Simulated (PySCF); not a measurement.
Species: ethyl cyanide, C3H5N.
InChI=1S/C3H5N/c1-2-3-4/h2H2,1H3

The closed-shell ground state was solved at several levels (PySCF, density fitting, gas phase, non-relativistic). Isolated species at its PBE0-D3(BJ)/def2-SVP geometry, gas phase.

| level | basis functions | total energy (Eh) | HOMO (eV) | LUMO (eV) | gap (eV) | dipole (D) |
| --- | --- | --- | --- | --- | --- | --- |
| PBE0/aug-cc-pVTZ | 299 | -171.9166 | -9.28 | -0.39 | 8.89 | 4.17 |
| PBE0/cc-pVDZ | 81 | -171.8662 | -9.09 | 0.92 | 10.01 | 3.87 |
| PBE/pcJ-1 | 158 | -171.8509 | -7.92 | -0.38 | 7.54 | 3.97 |
| KT2/pcSseg-2 | 214 | -175.0854 | -7.93 | -0.69 | 7.24 | 4.06 |
| BP86/pcSseg-2 | 214 | -172.1322 | -8.03 | -0.65 | 7.38 | 4.10 |
| LDA/def2-SVPD | 120 | -170.3975 | -8.13 | -0.76 | 7.37 | 4.17 |

Task: What might PBE0/6-31G* (66 basis functions) give for the same quantities?

Result: Total energy -171.8526 Eh, HOMO -9.05 eV, LUMO 1.17 eV, gap 10.22 eV, dipole 3.94 D.

Task: Over all these levels, which gives the widest orbital gap and which the narrowest?

Result: PBE0/6-31G* (global hybrid, 25 % exact exchange) has the widest, 10.22 eV, and KT2/pcSseg-2 (GGA) the narrowest, 7.24 eV. Functional and basis both differ between the two, so the spread mixes both effects.

Task: How much does the basis alone move the frontier levels among the 3 PBE0 rows (the withheld one included)?

Result: The HOMO by 0.23 eV and the LUMO by 1.56 eV. By rising basis size (HOMO, LUMO in eV): 6-31G* -9.05, 1.17; cc-pVDZ -9.09, 0.92; aug-cc-pVTZ -9.28, -0.39.

Task: How far do the dipole and the HOMO energy spread over the levels?

Result: The dipole runs from 3.87 to 4.17 D (mean 4.04 D) and the HOMO from -9.28 to -7.92 eV.
